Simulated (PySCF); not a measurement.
Species: methoxyacetic acid, C₃H₆O₃.
SMILES with atom numbers: `[CH3:1][O:2][CH2:3][C:4](=[O:5])[OH:6]` (hydrogens: H7, H8, H9 on C1; H10, H11 on C3; H12 on O6)

The same species was optimised twice, with GFN2-xTB and with PBE0-D3(BJ)/def2-SVP (PySCF), and the same property calculations (PySCF, gas phase) were run on both structures.

```csv
coordinate,GFN2-xTB,PBE0-D3(BJ)/def2-SVP,change
O2–C3 (Å),1.396,1.379,-0.017
C1–O2 (Å),1.412,1.401,-0.011
C3–C4 (Å),1.521,1.517,-0.004
C4=O5 (Å),1.198,1.200,+0.002
C4–O6 (Å),1.341,1.340,-0.001
O2–C3–C4 (°),114.9,113.9,-1.0
C3–C4–O5 (°),126.8,125.9,-0.9
O5–C4–O6 (°),122.8,123.4,+0.6
C3–C4–O6 (°),110.3,110.7,+0.4
C1–O2–C3 (°),114.4,114.7,+0.3
C1–O2–C3–C4 (°),-70,-75,-5
O2–C3–C4–O5 (°),5,4,-1
```

Rotational constants: A = 7772, B = 2389, C = 2005 MHz (GFN2-xTB) against A = 7828, B = 2397, C = 2027 MHz (PBE0-D3(BJ)/def2-SVP). Point groups within 0.08 Å: C1 and C1.

On the GFN2-xTB structure: lowest singlet, TDDFT (eV) 5.83 [wB97X-D/def2-SVPD]; isotropic polarisability (au) 49.3 [wB97X-D/def2-SVPD]; HOMO (eV) -9.60 [wB97X-D/def2-SVPD]; LUMO (eV) 1.76 [wB97X-D/def2-SVPD]; dipole (D) 2.08 [wB97X-D/def2-SVPD]; HOMO (eV) -7.53 [PBE0/pcSseg-1]; LUMO (eV) 0.15 [PBE0/pcSseg-1]; dipole (D) 2.03 [PBE0/pcSseg-1]; GIAO shielding of C1 (ppm) 127.0 [PBE0/pcSseg-1]; GIAO shielding of O2 (ppm) 323.9 [PBE0/pcSseg-1]; GIAO shielding of C3 (ppm) 115.9 [PBE0/pcSseg-1]; GIAO shielding of C4 (ppm) 11.0 [PBE0/pcSseg-1]; GIAO shielding of O5 (ppm) -100.8 [PBE0/pcSseg-1]; GIAO shielding of O6 (ppm) 133.8 [PBE0/pcSseg-1].

What do these properties become on the PBE0-D3(BJ)/def2-SVP structure?

| property | level | on GFN2-xTB | on PBE0-D3(BJ)/def2-SVP | change |
| --- | --- | --- | --- | --- |
| lowest singlet, TDDFT (eV) | wB97X-D/def2-SVPD | 5.83 | 5.86 | +0.03 |
| isotropic polarisability (au) | wB97X-D/def2-SVPD | 49.3 | 49.5 | +0.2 |
| HOMO (eV) | wB97X-D/def2-SVPD | -9.60 | -9.63 | -0.03 |
| LUMO (eV) | wB97X-D/def2-SVPD | 1.76 | 1.76 | 0.00 |
| dipole (D) | wB97X-D/def2-SVPD | 2.08 | 2.07 | -0.01 |
| energy, GFN2-xTB geometry as zero (kcal/mol) | wB97X-D/def2-SVPD | 0.0 | -0.4 | -0.4 |
| HOMO (eV) | PBE0/pcSseg-1 | -7.53 | -7.58 | -0.05 |
| LUMO (eV) | PBE0/pcSseg-1 | 0.15 | 0.15 | 0.00 |
| dipole (D) | PBE0/pcSseg-1 | 2.03 | 2.02 | -0.01 |
| energy, GFN2-xTB geometry as zero (kcal/mol) | PBE0/pcSseg-1 | 0.0 | -0.4 | -0.4 |
| GIAO shielding of C1 (ppm) | PBE0/pcSseg-1 | 127.0 | 126.0 | -1.0 |
| GIAO shielding of O2 (ppm) | PBE0/pcSseg-1 | 323.9 | 328.8 | +4.9 |
| GIAO shielding of C3 (ppm) | PBE0/pcSseg-1 | 115.9 | 116.6 | +0.7 |
| GIAO shielding of C4 (ppm) | PBE0/pcSseg-1 | 11.0 | 9.8 | -1.2 |
| GIAO shielding of O5 (ppm) | PBE0/pcSseg-1 | -100.8 | -99.6 | +1.2 |
| GIAO shielding of O6 (ppm) | PBE0/pcSseg-1 | 133.8 | 132.1 | -1.7 |

The heavy atoms differ by 0.028 Å rms after alignment. Among bonds between heavy atoms O2–C3 changes most (-0.017 Å). Changes are differences of the printed values. Neither structure is proved a minimum here.

Shape of the structure used: `[CH3:1][O:2][CH2:3][C:4](=[O:5])[OH:6]`: C1–O2–C3–C4 -75°, O2–C3–C4–O5 4°, H–O6–C4–C3 180°.

The pairwise dispersion term of wB97X-D wasn't added to the energies; at a given geometry it leaves orbitals and properties as they are.
